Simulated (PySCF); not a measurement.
# F2H2P2 (PF2PH2): the cost of one run

The runs use PySCF 2.14.0, with density-fitted response routines of our own; the level of theory stands in each step. All values are computed, except where a source is named. Atoms count from 0, in the outputs and in this text.

## (1) Starting geometry

6 atoms, charge 0, multiplicity 1; geometry from: GFN2-xTB.

Bonds of the start (Å): F0–P1 1.62, P1–F2 1.62, P1–P3 2.19, P3–H4 1.40, P3–H5 1.40.

## (2) Optimising the geometry at PBE0-D3(BJ)/def2-SVP

What the job is given:

```
{"job": {"xc": "PBE0", "basis": "def2-SVP", "d3": "d3bj", "grid": 1, "kind": "geom"}, "charge": 0, "multiplicity": 1}
F     -1.520990    -0.990049    -0.864247
P     -0.812564     0.414748    -0.471970
F     -1.695053     0.623946     0.871927
P      0.975378    -0.422399     0.486703
H      1.452045     0.871022     0.715132
H      1.604307    -0.495278    -0.759120
```

Command:

```
OMP_NUM_THREADS=1 python probes_run.py task.json out
```

The driver reads the jobs from task.json and runs them one after another.

Q: Estimate the wall time and peak memory of this first job on 1 thread of Arm Neoverse V1, shared host.

About 13 s, with a peak of 0.32 GiB.
